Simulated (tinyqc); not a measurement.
Hueckel theory of the pi electrons, for the molecule Nc1ccco1 (SMILES; centres numbered as the heavy atoms are written), step by step. One step of it, computed by the program tinyqc.

Task: Energy, charges, bond orders. E = sum n x; q_r = z_r - P_rr; bond order p = P_rs; free valence = sqrt(3) - sum of p over the bonds of the atom.

x values: 2.703857  1.777149  1.278900  0.428492  -1.037630  -1.650768

occupations: 2.000000  2.000000  2.000000  2.000000  0.000000  0.000000

charge and bond-order matrix P:
```
,1N,2C,3C,4C,5C,6O
1N,1.908141,0.309615,-0.210195,-0.010548,0.144949,-0.118803
2C,0.309615,0.946065,0.767950,-0.061781,-0.403767,0.380312
3C,-0.210195,0.767950,1.177479,0.534825,-0.155257,-0.156298
4C,-0.010548,-0.061781,0.534825,1.084003,0.813553,-0.202754
5C,0.144949,-0.403767,-0.155257,0.813553,1.077057,0.352209
6O,-0.118803,0.380312,-0.156298,-0.202754,0.352209,1.807254
```

Centres:
```
centre,"z_r, pi electrons of the neutral centre",h
1N,2,1.500000
2C,1,0.000000
3C,1,0.000000
4C,1,0.000000
5C,1,0.000000
6O,2,2.000000
```

Bonds:
```
i,j,k
1,2,0.800000
2,3,1
3,4,1
4,5,1
5,6,0.800000
6,2,0.800000
```

Give: pi energy = 8 alpha + this times beta; pi charges; Bond orders and lengths from R = 1.517 - 0.180 p; free valence of the carbons; gap between the highest filled and the next level.

Result:

pi energy = 8 alpha + this times beta = 12.3768

pi charges: 1N 0.0919, 2C 0.0539, 3C -0.1775, 4C -0.0840, 5C -0.0771, 6O 0.1927

Bond orders and lengths from R = 1.517 - 0.180 p (angstrom, C-C alone):
```
bond,p,R
1-2,0.3096,-
2-3,0.7680,1.3788
3-4,0.5348,1.4207
4-5,0.8136,1.3706
5-6,0.3522,-
6-2,0.3803,-
```

free valence of the carbons: 2C 0.2742, 3C 0.4293, 4C 0.3837, 5C 0.5663

gap between the highest filled and the next level = 1.4661 |beta|
